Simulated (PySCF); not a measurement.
# Removing an electron from `[NH3+][AlH2-][F]`

Compound: AlFH5N.
Geometry (PBE0-D3(BJ)/def2-SVP, Å), atoms numbered from 1 in this order:
```xyz
8
AlFH5N angstrom
N     -0.9787    0.1282   -0.0295
Al     1.0740    0.1089    0.1200
F      1.2370    1.7560    0.4642
H     -1.4000    0.4484    0.8443
H     -1.2753    0.7734   -0.7639
H     -1.3747   -0.7879   -0.2457
H      1.4738   -0.3280   -1.3646
H      1.2757   -0.8766    1.3617
```

Level: B3LYP/def2-SVPD (PySCF). Frontier orbitals with their largest atomic shares (Löwdin; up to four atoms above 4 %):

| orbital | ε (eV) | main atoms |
| --- | --- | --- |
| HOMO−3 | -10.19 | F3 90 %, Al2 7 % |
| HOMO−2 | -10.08 | F3 85 %, Al2 7 % |
| HOMO−1 | -8.73 | Al2 33 %, H8 21 %, H7 21 %, F3 12 % |
| HOMO | -7.40 | ? |
| LUMO | -0.83 | Al2 25 %, N1 19 %, H6 17 %, H4 15 % |
| LUMO+1 | 0.54 | Al2 55 %, H7 10 %, H8 10 %, F3 10 % |
| LUMO+2 | 0.95 | Al2 51 %, H6 13 %, N1 10 %, H7 8 % |

**Question.** What vertical ionisation energy does ΔSCF give, and how far is −ε(HOMO) from it?

**Answer.** ΔSCF: 10.07 eV (971 kJ/mol; threshold wavelength 123 nm); ⟨S²⟩ of the doublet left behind is 0.765, against 0.75 for a pure doublet. −ε(HOMO) is 7.40 eV, 2.67 eV below it. For the exact functional −ε(HOMO) would equal the first vertical ionisation energy; B3LYP (global hybrid, 20 % exact exchange) falls short of its own ΔSCF value by 27 %.

**Question.** On which atoms does the HOMO lie?

**Answer.** Al2 (aluminium bonded to F, N and 2 H) 35 %, H7 (Al–H hydrogen) 28 %, H8 (Al–H hydrogen) 28 %, F3 (fluorine bonded to Al) 6 %, so no atom holds as much as 40 %. The HOMO−1 lies 1.33 eV lower.

**Question.** Shift the occupied levels rigidly so that −ε(HOMO) equals the ΔSCF value. What binding energies result?

**Answer.** The shift is +2.67 eV: HOMO 10.07, HOMO−1 11.40, HOMO−2 12.75, HOMO−3 12.86 eV. A rigid shift is only a rough guide to the deeper ionisations.

**Question.** With α = 40.9 au, estimate the like-pair dispersion coefficient by London's formula C6 = (3/4)α²I.

**Answer.** I = 0.3700 Eh, so C6 ≈ 465 au, a rough estimate.

Isolated species at its PBE0-D3(BJ)/def2-SVP geometry, gas phase.

These values come from a run that also computed excited states and ΔSCF ions. Time: 7.7 s wall. Hardware: one thread, x86-64 server (shared host).
